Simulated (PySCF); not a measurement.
**Reading a saddle point**

A first-order saddle point of SiH6S, closed shell, PBE0-D4/def2-TZVP, with one imaginary mode of 1282i cm⁻¹:

| atom | x (Å) | y (Å) | z (Å) |
| --- | --- | --- | --- |
| Si1 | -0.6385 | -0.1252 | -0.4121 |
| S2 | 0.7246 | 0.4826 | 1.6025 |
| H3 | -0.7120 | -0.7060 | -1.7927 |
| H4 | -1.3951 | 1.1421 | -0.3581 |
| H5 | -1.2239 | -1.2261 | 0.4028 |
| H6 | 1.0311 | 0.6235 | -0.0418 |
| H7 | 0.8334 | 0.4995 | -1.0060 |
| H8 | 1.3806 | -0.6903 | 1.6054 |

Program: PySCF 2.14 with density fitting (its default auxiliary sets; JK sets also for MP2 and CCSD(T)). Basis: def2-TZVPP and def2-QZVPP. Cores are frozen in the correlated methods. Extrapolation: Hartree–Fock as exp(−7.88 √X), correlation as X^−2.97.

Q: Which contacts change along the imaginary mode, and what lies on either side? (A judgement: the text doesn't fix the answer.)

A: By the calculation: The step is SiH₄S ([SiH3][SH]) + H₂ → SiH₄ + H₂S, with the molecules in contact on both sides. Shortening one way: Si1–H7, S2–H6; lengthening the same way: Si1–S2, H6–H7.
```csv
pair,one side (Å),saddle (Å),other side (Å)
Si1–H7,3.83,1.71,1.48
S2–H6,3.21,1.68,1.34
Si1–S2,2.14,2.51,3.75
H6–H7,0.75,0.99,3.17
```

Q: Which side is lower, and how far does the saddle lie above each? (An estimate is asked for; the value comes from the calculation.)

A: The calculation gives: The side with Si1–S2, H6–H7 short is lower by 0.333 eV; the saddle lies 2.563 eV above it and 2.231 eV above the other (CCSD(T) at an estimated basis limit (MP2 extrapolated from triple and quadruple zeta, plus CCSD(T) − MP2 in triple zeta); electronic energies).

The T1 diagnostic stays at or below 0.014.

Labels in which every atom is bracketed show which atoms are joined, not bond orders.

For scale, one of the runs: CCSD(T)/def2-TZVPP, 168 basis functions, launched by `OMP_NUM_THREADS=4 python run.py`. The run took 100 s on 4 CPU threads of an Arm Neoverse V2 (shared host), with 1.1 GiB of host memory at its peak.
